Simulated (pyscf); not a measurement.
Cl–GaH–Cl + H₂ → Cl–GaH–Cl + H₂ (four-centre exchange; singlet surface; Ga–H, H–H broken, Ga–H, H–H formed). Single points on ωB97X-D3(BJ)/def2-SVP structures (PySCF, gas phase). Energies in kcal/mol from the separated reactants.

```
level                   barrier  reaction energy
----------------------  -------  ---------------
ωB97X-D3(BJ)/def2-TZVP        ?              0.0
r²SCAN/def2-TZVP              ?              0.0
B3LYP-D3(BJ)/def2-TZVP     41.8              0.0
M06-2X/def2-TZVP           41.8              0.0
ωB97M-D3(BJ)/def2-TZVP     42.1              0.0
HF/def2-TZVP               53.1              0.0
```

Problem. Some entries are withheld; supply them.

Solution. 
- ωB97X-D3(BJ)/def2-TZVP, barrier: 41.5
- r²SCAN/def2-TZVP, barrier: 37.5

The functionals in the table span 4.6 kcal/mol in this barrier, from r²SCAN to ωB97M-D3(BJ)/def2-TZVP. At the saddle there is also a short Ga–H contact that neither side keeps. The same reactants have a lower exit, to HCl + Cl–GaH₂ (barrier +31.8 kcal/mol at ωB97M-D3(BJ)/def2-TZVP, against +42.1 kcal/mol here). This is the saddle that the search found; another between the same sides may lie lower. Elements up to Kr have no core potential and no relativistic terms here.
